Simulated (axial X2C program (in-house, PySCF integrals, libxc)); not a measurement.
# HAlF: properties at the nuclei

Computed with an axial X2C code built on PySCF integrals: two-component X2C with atomic mean-field Coulomb and Gaunt terms, Gaussian nuclei, basis H dyall-v3z, Al dyall-v3z, F dyall-av3z with contracted cores.

H–Al–F held linear, with bonds 1.738 and 1.680 Å (near the PBE0 minimum at charge 0 of the determinant lowest at the starting distance; the state shown can have its own minimum elsewhere, held linear; other orders of the atoms were not compared).

Determinant lowest in the PBE0 search, Ω = 1/2 (⟨Sz⟩ = 0.50, ⟨Lz⟩ = 0.00 at PBE0), spin on the atoms H 0.19, Al 0.33, F -0.03:

```json
{"level": "PBE0", "Eeff magnitude (GV/cm)": "0.0137", "Ws magnitude Al (kHz)": "0.0278", "Ws magnitude F (kHz)": "0.0187", "A∥/gI H (MHz)": "110", "qzz H (a.u.)": "0.05", "A∥/gI Al (MHz)": "830", "qzz Al (a.u.)": "-1.33", "A∥/gI F (MHz)": "241", "qzz F (a.u.)": "0.25", "μ (D)": "-1.31"}
{"level": "HF", "Eeff magnitude (GV/cm)": "0.0213", "Ws magnitude Al (kHz)": "0.0339", "Ws magnitude F (kHz)": "0.0191", "A∥/gI H (MHz)": "123", "qzz H (a.u.)": "0.06", "A∥/gI Al (MHz)": "861", "qzz Al (a.u.)": "-1.37", "A∥/gI F (MHz)": "248", "qzz F (a.u.)": "0.28", "μ (D)": "-1.40"}
{"level": "BHandHLYP", "Eeff magnitude (GV/cm)": "0.0144", "Ws magnitude Al (kHz)": "0.0292", "Ws magnitude F (kHz)": "0.0194", "A∥/gI H (MHz)": "124", "qzz H (a.u.)": "0.05", "A∥/gI Al (MHz)": "901", "qzz Al (a.u.)": "-1.36", "A∥/gI F (MHz)": "251", "qzz F (a.u.)": "0.27", "μ (D)": "-1.41"}
```

Determinant 1.12 eV from it at PBE0 and this distance, Ω = 3/2 (⟨Sz⟩ = 0.50, ⟨Lz⟩ = 1.00 at PBE0), spin on the atoms H -0.07, Al 0.60, F -0.02:

```tsv
level	Eeff magnitude (GV/cm)	Ws magnitude Al (kHz)	A∥/gI H (MHz)	qzz H (a.u.)	A∥/gI Al (MHz)	qzz Al (a.u.)	A∥/gI F (MHz)	qzz F (a.u.)	μ (D)
PBE0	0.0164	0.00389	-11.4	0.06	150	-0.80	28.1	1.00	-1.09
HF	0.0535	0.0127	-32.1	0.06	284	-0.88	32.3	0.93	-1.25
BHandHLYP	0.0219	0.00509	-12.7	0.06	164	-0.85	28.1	0.99	-1.17
```

Eeff is the effective electric field on the electron electric dipole moment in this Ω state and Ws the scalar–pseudoscalar constant of the nucleus named (defined with the proton number Z and per Ω); A∥ (defined per Ω) follows by multiplying with gI = μI/(I μN); qzz is the electric field gradient, eQq0 = 234.96 MHz × Q/barn × qzz; μ is positive if the F end (last atom) is positive. The operators were transformed with the bare-nucleus X2C matrices; with these basis sets, hyperfine constants and field gradients can be off by tens of per cent, and where levels differ in sign neither size nor sign is settled.

Problem. With gI(1H) = 5.5857, gI(27Al) = 1.4566, Q(27Al) = 0.1466 barn, gI(19F) = 5.2577 (g factors from the IAEA table of nuclear moments by Stone; Q from Pyykkö, Mol. Phys. 2018), turn the PBE0 values of the first state into constants in MHz.

Solution. A∥(1H) = 110 × 5.5857 = 614 MHz; A∥(27Al) = 830 × 1.4566 = 1210 MHz; eQq0(27Al) = 234.96 × (0.1466) × (-1.33) = -45.8 MHz; A∥(19F) = 241 × 5.2577 = 1270 MHz.

The molecule was held linear; bending was not examined, so a bent shape may lie lower.

Each state is one determinant with collinear spin. Unrestricted Hartree–Fock can overshoot spin polarisation at the nuclei. Where Eeff spreads by more than a factor of two the levels disagree and none is to be relied on. The search compared states at one distance, so a state with another bond length can lie lower. PBE0 term energies can be off by some tenths of an eV.
